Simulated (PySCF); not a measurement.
Gas-phase reaction: AlH(CH₃)₂ + C₃H₄ (propyne) + 4 AlH ⇌ 5 AlCH₃

Method: PySCF energies plus ideal-gas RRHO corrections (1 bar). † marks an energy on the PBE0/def2-TZVP geometry and frequencies; other levels use their own. CCSD(T) freezes the core. 6-31G* has spherical d functions here. All species are closed-shell singlets. B3LYP is the form with VWN-RPA correlation. Methyl groups turn as free rotors in AlH(CH₃)₂. AlH(CH₃)₂, AlCH₃: computed as isolated molecules; such fragments, hydroxides, amides, oligomers or adducts are transient or little studied in the gas. CCSD(T) isn't extrapolated to the basis-set limit; its ΔH°(298 K) is -272.2 kJ in def2-SVP and -283.4 kJ in def2-TZVPP. The harmonic model lacks anharmonicity and excited electronic states, which grow with temperature; levels with a mode under 35 cm⁻¹ are left out.

```json
[
 {"level": "B3LYP/6-31G*", "ΔE electronic, kJ": "-324", "ΔH°(298 K), kJ": "-276", "ΔS°(298 K), J/K": "-112", "ΔG°(1200 K), kJ": "-133"},
 {"level": "B3LYP/def2-TZVP†", "ΔE electronic, kJ": "-317", "ΔH°(298 K), kJ": "-272", "ΔS°(298 K), J/K": "-108", "ΔG°(1200 K), kJ": "-135"},
 {"level": "BLYP/def2-TZVP†", "ΔE electronic, kJ": "-306", "ΔH°(298 K), kJ": "-261", "ΔS°(298 K), J/K": "-108", "ΔG°(1200 K), kJ": "-125"},
 {"level": "CCSD(T)/def2-TZVPP†", "ΔE electronic, kJ": "-328", "ΔH°(298 K), kJ": "-283", "ΔS°(298 K), J/K": "-108", "ΔG°(1200 K), kJ": "-147"},
 {"level": "HF/6-31G*", "ΔE electronic, kJ": "-278", "ΔH°(298 K), kJ": "-229", "ΔS°(298 K), J/K": "-113", "ΔG°(1200 K), kJ": "-85"},
 {"level": "HF/def2-TZVP†", "ΔE electronic, kJ": "-266", "ΔH°(298 K), kJ": "-221", "ΔS°(298 K), J/K": "-108", "ΔG°(1200 K), kJ": "-85"},
 {"level": "PBE/def2-SVP", "ΔE electronic, kJ": "-349", "ΔH°(298 K), kJ": "-305", "ΔS°(298 K), J/K": "-106", "ΔG°(1200 K), kJ": "-172"},
 {"level": "PBE/def2-TZVP†", "ΔE electronic, kJ": "-355", "ΔH°(298 K), kJ": "-310", "ΔS°(298 K), J/K": "-108", "ΔG°(1200 K), kJ": "-173"},
 {"level": "PBE0/def2-SVP†", "ΔE electronic, kJ": "-358", "ΔH°(298 K), kJ": "-313", "ΔS°(298 K), J/K": "-108", "ΔG°(1200 K), kJ": "-177"}
]
```
ΔH° is lowest at PBE0/def2-SVP† and highest at HF/def2-TZVP†. No reference value is set beside these.
